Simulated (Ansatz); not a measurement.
Program: Ansatz. Geometries: PBE0-D4/def2-TZVP. ΔE: electronic, gas phase. CBS: MP2 limit from def2 TZ/QZ plus the TZ coupled-cluster correction, frozen cores. This one scheme is used for every species. Functionals use def2-TZVPP. B3LYP here is the variant with VWN-RPA as its local correlation; programs differ in this. No spin–orbit coupling; open shells (•) take unrestricted orbitals. One conformer a species, not always the lowest.

Consider the hydrogen abstraction from a C–H bond: `C=COC` + `[SiH3]`• → `[CH2]OC=C`• + SiH₄.

(1) Is it downhill or uphill in electronic energy at CCSD(T)/CBS, and by how much? (An estimate is asked.)

(2) What do these levels give: LDA (SPW92), B2PLYP, PBE-QIDH, revPBE, r2SCAN, B3LYP, LC-ωPBE, RPA@PBE/def2-TZVPP, CCSD(T)/def2-TZVPP, HF/def2-QZVPP, HF/CBS(def2), MP2/CBS(def2)? (Estimate.)

Largest T1 diagnostic among the species: 0.018.

## Answers

(1) The calculation gave: Uphill: ΔE = +42.3 kJ/mol.

(2) Computed: LDA (SPW92) 49.6, B2PLYP 37.9, PBE-QIDH 46.7, revPBE 38.6, r2SCAN 38.5, B3LYP 32.0, LC-ωPBE 40.4, RPA@PBE/def2-TZVPP 44.6, CCSD(T)/def2-TZVPP 43.9, HF/def2-QZVPP 24.1, HF/CBS(def2) 24.0, MP2/CBS(def2) 55.5 kJ/mol.

At CCSD(T), def2-SVP lies +4.3 kJ/mol from the extrapolated value and def2-TZVPP +1.6 kJ/mol. Leaving LDA and LC-ωPBE aside and taking each functional with its dispersion term where it has one, the values, not all of them listed here, spread over 14.3 kJ/mol, from BHLYP-D4 to PBE-QIDH. LDA lies +7.9 kJ/mol from PBE without D4.
